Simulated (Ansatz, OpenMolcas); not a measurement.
How methods differ on AlHCl2 (SMILES [H][Al]([Cl])[Cl])

The species is AlHCl2 (4 atoms), meant as a singlet with charge 0. As SMILES, `[H][Al]([Cl])[Cl]`. Geometry: a GFN2-xTB relaxation, a rough one for these elements and not checked as a minimum.

| atom | x (Å) | y (Å) | z (Å) |
| --- | --- | --- | --- |
| Al | -0.0478 | -0.0807 | -0.0004 |
| Cl | 1.9719 | -0.1826 | 0.0143 |
| Cl | -1.0957 | 1.6499 | -0.0158 |
| H | -0.8284 | -1.3866 | 0.0020 |

Quantity: the energy change with the Al1–Cl2 bond stretched from 2.022 to 3.033 Å, in eV. The values are calculated.

```json
{"level": "HF/STO-3G (restricted)", "kind": "Hartree–Fock", "program": "Ansatz", "value (eV)": "4.15", "less FCI/STO-3G": "+0.49", "CPU time (all runs)": "0.37 s"}
{"level": "SVWN5/STO-3G (restricted)", "kind": "LDA", "program": "Ansatz", "value (eV)": "3.44", "less FCI/STO-3G": "-0.22", "CPU time (all runs)": "2 s"}
{"level": "BHLYP/STO-3G (restricted)", "kind": "global hybrid", "program": "Ansatz", "value (eV)": "3.76", "less FCI/STO-3G": "+0.10", "CPU time (all runs)": "3 s"}
{"level": "M06-2X/STO-3G (restricted)", "kind": "hybrid meta-GGA", "program": "OpenMolcas", "value (eV)": "3.73", "less FCI/STO-3G": "+0.07", "CPU time (all runs)": "9.3 s"}
{"level": "HSE06/STO-3G (restricted)", "kind": "range-separated hybrid", "program": "Ansatz", "value (eV)": "3.52", "less FCI/STO-3G": "-0.14", "CPU time (all runs)": "3.6 s"}
{"level": "wB97M-V/STO-3G (restricted)", "kind": "range-separated hybrid", "program": "Ansatz", "value (eV)": "3.74", "less FCI/STO-3G": "+0.08", "CPU time (all runs)": "52 s"}
{"level": "CASPT2(2,2)/STO-3G", "kind": "multireference", "program": "OpenMolcas", "value (eV)": "3.80", "less FCI/STO-3G": "+0.14", "CPU time (all runs)": "3.4 s"}
{"level": "ACPF/STO-3G (restricted)", "kind": "coupled cluster or CI", "program": "OpenMolcas", "value (eV)": "3.60", "less FCI/STO-3G": "-0.06", "CPU time (all runs)": "3.6 s"}
{"level": "FCI/STO-3G", "kind": "exact in the basis", "program": "OpenMolcas", "value (eV)": "3.66", "less FCI/STO-3G": "0.00", "CPU time (all runs)": "3.2 min"}
```

FCI/STO-3G is exact within its basis and frozen core, so for wave-function methods in that basis the difference is their error; functionals converge differently with the basis, so for them it is only a difference. The first shape isn't each level's own minimum. The values span 3.44 to 4.15 eV. All rows use very small basis sets, so even the best lies far from the true value. Times are those of the runs behind each value, whatever else they computed, on shared processors of several kinds: orders of magnitude only.
